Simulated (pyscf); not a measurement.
Optimised with ωB97X-D3(BJ)/def2-SVP in PySCF.

SMILES: N[Si]([SiH3])([SiH3])Cl
```xyz
13

N     -0.7532     0.5008    -2.5902
Si    -0.7758    -0.5741    -1.2424
Si    -2.1020     0.3381     0.4353
Si     1.4116    -1.0944    -0.6506
Cl    -1.6630    -2.4402    -1.6501
H     -1.6147     0.9329    -2.9104
H     -0.1265     0.3249    -3.3699
H     -1.5005     1.5989     0.9627
H     -2.2383    -0.6431     1.5496
H     -3.4548     0.6428    -0.1199
H      2.1266    -1.6355    -1.8451
H      1.4043    -2.1257     0.4262
H      2.1335     0.1184    -0.1632
```
Charge 0, spin multiplicity 1.

Question: How much does it cost (ΔH, 298 K, ωB97M-D3(BJ)/def2-TZVP) to split H₂N–Si(SiH₃)(SiH₃)–Cl at its N–Si bond into NH₂• + H₃Si–Si•(SiH₃)–Cl?

Answer: N–Si to NH₂• + H₃Si–Si•(SiH₃)–Cl: 101.3 kcal/mol. The 7 functionals that were run give +93.7 (r²SCAN) to +101.5 kcal/mol (M06-2X). Other isomers of H₃Si–Si•(SiH₃)–Cl were not searched in full and may lie lower.
